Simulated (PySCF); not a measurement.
Species: phosphabenzene, `c1ccpcc1`. The columns A, B, C and D hold Mulliken, IAO, Hirshfeld and ESP-fitted charges (e) of one PBE0/pcSseg-1 density (PySCF), in a shuffled order. Coordinates in Å (GFN2-xTB); the density's dipole moment is (-0.06, 1.69, -0.08) D.

```csv
atom,x,y,z,A,B,C,D
C1,-0.041,1.143,-0.059,-0.145,+0.261,-0.041,-0.147
C2,-1.231,0.434,-0.023,-0.132,-0.510,-0.041,-0.040
C3,-1.294,-0.942,0.043,-0.377,+0.187,-0.106,-0.409
P4,0.073,-2.008,0.094,+0.370,-0.250,+0.087,+0.464
C5,1.359,-0.846,0.039,-0.377,+0.181,-0.106,-0.409
C6,1.198,0.522,-0.028,-0.132,-0.501,-0.041,-0.040
H7,-0.080,2.222,-0.113,+0.156,+0.069,+0.053,+0.100
H8,-2.160,0.991,-0.049,+0.155,+0.200,+0.052,+0.103
H9,-2.270,-1.412,0.067,+0.164,+0.082,+0.045,+0.137
H10,2.367,-1.245,0.061,+0.164,+0.084,+0.045,+0.137
H11,2.084,1.144,-0.058,+0.155,+0.197,+0.052,+0.103
```

Question: Which column most likely holds the ESP-fitted charges?

Answer: B. Σ q r misses the density's dipole by 0.05 D (B), 1.50 D (C), 2.27 D (A), 3.28 D (D). Charges fitted to the outside potential are the only set here that is tied to the molecule's multipoles.

Question: And the Hirshfeld charges?

Answer: C. The mean sizes are 0.061 e (C), 0.190 e (D), 0.212 e (A), 0.229 e (B), and Hirshfeld charges are commonly the smallest of these schemes.

As computed, A = IAO, B = ESP-fitted, C = Hirshfeld, D = Mulliken. Hydrogens on carbon: IAO +0.15 to +0.16, ESP-fitted +0.07 to +0.20, Hirshfeld +0.05 to +0.05, Mulliken +0.10 to +0.14 e.

The Mulliken scheme counts on each atom the diagonal of the density matrix times the overlap matrix over that atom's basis functions. The Hirshfeld scheme divides the density at each point in proportion to the densities of the neutral, spherically averaged free atoms.

Geometry: GFN2-xTB; no solvent, vibrations or thermal averaging.
